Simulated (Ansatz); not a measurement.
```xyz
9

O     0.4245    1.3270    0.0080
C     0.0772    0.1498   -0.0042
N     0.9855   -0.8785   -0.0489
C    -1.3715   -0.2887   -0.0001
H     0.7080   -1.8242    0.1699
H    -1.9972    0.5849   -0.1755
H    -1.5608   -1.0393   -0.7717
H    -1.6321   -0.7230    0.9698
H     1.9531   -0.6316    0.1119
```

Basis set: pcseg-2 (spherical functions). Charge 0, multiplicity 1.

Computed with Ansatz (development build ahead of 0.2.0); free ground-state atoms in the same class of orbitals, no zero-point energy, no relativity. Restricted functionals stand beside restricted open-shell atoms, which can lie above the unrestricted atoms usual in DFT and then raise those values.

The atomization energy of singlet C₂H₅NO from measured heats of formation, zero-point and thermal terms removed is 37.648 eV (G2/97 set, Curtiss et al., J. Chem. Phys. 106, 1063 (1997), as shipped with ASE); it holds spin-orbit and other relativistic effects.

Q: How far do r²SCAN (restricted), PBE0 (restricted) miss it in this basis?

A:

```json
{"method": "r²SCAN (restricted)", "atomization energy (eV)": "38.123", "computed − measured (eV)": "0.475"}
{"method": "PBE0 (restricted)", "atomization energy (eV)": "38.024", "computed − measured (eV)": "0.376"}
```
